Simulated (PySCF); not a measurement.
Species: 1,2-dichloropropane, C3H6Cl2.
SMILES: `C[C@@H](Cl)CCl`

Torsions of this conformer, `[CH3:1][C@@H:2]([Cl:3])[CH2:4][Cl:5]`: C1–C2–C4–Cl5 66°.

The closed-shell ground state was solved at several levels (PySCF, density fitting, gas phase, non-relativistic). Isolated species at its PBE0-D3(BJ)/def2-TZVP geometry (one conformer only).

```
                level  basis functions  total energy (Eh)  HOMO (eV)  LUMO (eV)  gap (eV)  dipole (D)
     PBE0/aug-cc-pVTZ              376         -1037.9780      -8.59      -0.13      8.46        0.57
  wB97X-D/aug-cc-pVTZ              376         -1038.3820     -10.47       0.91     11.38        0.56
CAM-B3LYP/aug-cc-pVTZ              376         -1038.3821      -9.99       0.26     10.25        0.56
```

(1) Estimate the row for PBE0/pcSseg-2, a basis of 278 functions; the other rows only guide the guess.

(2) Over all these levels, which gives the widest orbital gap and which the narrowest?

(3) How far do the dipole and the HOMO energy spread over the levels?

Answers

(1) Total energy -1037.9832 Eh, HOMO -8.59 eV, LUMO 0.23 eV, gap 8.82 eV, dipole 0.56 D.

(2) wB97X-D/aug-cc-pVTZ (range-separated hybrid) has the widest, 11.38 eV, and PBE0/aug-cc-pVTZ (global hybrid, 25 % exact exchange) the narrowest, 8.46 eV. The two share the basis. From the narrowest to the widest the HOMO moves by -1.88 eV and the LUMO by +1.04 eV.

(3) The dipole runs from 0.56 to 0.57 D (mean 0.56 D) and the HOMO from -10.47 to -8.59 eV.

Note: wB97X-D ran without an empirical dispersion term, which enters the total energy and its gradient alone.
